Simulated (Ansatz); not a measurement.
**GeC⁺, quartet in cc-pVDZ: errors against full CI**

Geometry: a point of a stretch scan, not a stationary point.

```yaml
atoms:
  - { symbol: Ge, position_ang: [0.0000, 0.0000, 0.0000] }
  - { symbol: C, position_ang: [0.0000, 0.0000, 3.4790] }
```

Basis cc-pVDZ; Ansatz 0.2.0. Correlated methods freeze the noble-gas cores and the filled d shells of p-block atoms, which leaves 7 electrons in 26 orbitals. Prefix R: restricted or restricted open-shell reference; prefix U: unrestricted. Active spaces: pair = (5e, 5o) about the gap; valence = (7e, 8o) chosen from the atoms' valence shells. No spin–orbit coupling is included, and no scalar relativity.

Full CI is exact within this basis and frozen core; it isn't the basis-set limit. The frozen core follows each run's orbitals, which can shift R against U totals by a few meV for light atoms and by up to 0.1 eV past Ca.

For open shells CISD is restricted-active-space CI with the open shells as a complete middle space.

```
UHF ⟨S²⟩                          : 3.765
T1 diagnostic (RCCSD)             : 0.0229
largest doubles amplitude (RCCSD) : 0.114
```

```csv
level,E − E(RHF) (eV)
RMP2,-2.4895
RCCSD,-3.4967
RCCSD(T),-3.5482
```

Question: Estimate how far full CI in cc-pVDZ lies from RCCSD(T). The table doesn't fix it; the size of (T) and the diagnostics are the guide.

Answer: Full CI in cc-pVDZ lies 2.71 mEh below RCCSD(T), which is 143 % of the (T) step (-1.89 mEh). More than one determinant leads, and the rest is a large part of (T). The miss exceeds 1 kcal/mol.

The other levels:

```csv
level,E − E(full CI) (mEh),share of correlation (%),wall time
CISD,10.48,92.13,4.6 s
BCCD(T),2.71,97.97,12 s
RCCSDT,1.23,99.08,–
RCCSDT(Q),0.75,99.44,20 s
```

The correlation energy at full CI, counted from RHF, is -3.622 eV. That run took 2.9 min on 1 thread of Arm Neoverse V2, shared host over 5,352,180 determinants.

Run but not shown, since their state, orbitals or frozen core can't be matched to the reference's or they repeat it: UHF, UMP2, UCCSD, UCCSD(T), UCCSDT, UCCSDT(Q), CASSCF (pair space), NEVPT2 (pair space), MRCISD (pair space), MRCISD+Q (pair space), CASSCF (valence space), NEVPT2 (valence space), MRCISD (valence space), MRCISD+Q (valence space).

Times hold each run's SCF and search for its determinant on a shared host, so for small cases they say little of a method's own cost; they ran on 1 thread of Arm Neoverse V2.

The full-CI state has the irrep A2 of C2v, in the program's axes (one component, if the state is degenerate).

Natural occupations of full CI about the gap: 1.929 1.918 0.911 0.668 0.659 0.367 0.358 0.114 0.009 0.006; effectively unpaired electrons, Σ n²(2−n)², 3.35. No single determinant describes this state well, so single-reference rows can miss without a flag.
